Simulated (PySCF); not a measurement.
A made-up structure of C$_{2}$H$_{4}$Si, singlet:

```
7
angstrom
C -1.6053 -1.1701 -0.5207
Si -0.7632 -0.0535 0.3114
C 0.9724 0.6447 0.2418
H -2.5124 -1.7236 -0.6975
H 1.0959 1.2005 -0.6885
H -1.2293 0.2727 1.6124
H 1.6849 -0.1801 0.2702
```

It is relaxed with PBE-D4/def2-SVP and then PBE0-D4/def2-TZVP (PySCF 2.14 with density fitting (its default auxiliary sets; JK sets also for MP2 and CCSD(T))). Atoms count as bonded within 1.22 times the sum of their covalent radii (H–H: 0.88 Å). The end point is not checked to be a true minimum.

(1) Does its bonding change? (A judgement: the text doesn't fix the answer.)

Answers

(1) By the calculation: Yes. Formed: C1–C3; broken: Si2–C3.

Where it ends: The first stage lowers the energy by 4.44 eV in 50 steps. It ends as C₂H₄Si ([CH2]C=[SiH]):
C1  (-0.560, -0.376, 0.206)
Si2  (-1.001, 1.389, 0.653)
C3  (0.554, -0.562, -0.514)
H4  (-1.138, -1.253, 0.491)
H5  (1.166, 0.284, -0.823)
H6  (-2.268, 1.049, 1.439)
H7  (0.905, -1.544, -0.824)
(Å)

For scale, one of the runs: PBE0-D4/def2-TZVP relaxation, 123 basis functions, launched by `OMP_NUM_THREADS=2 python run.py`. Time: 38 s of wall clock on 2 CPU threads of an Intel Xeon Platinum 8488C; the host was shared. Peak host memory: 1.2 GiB.
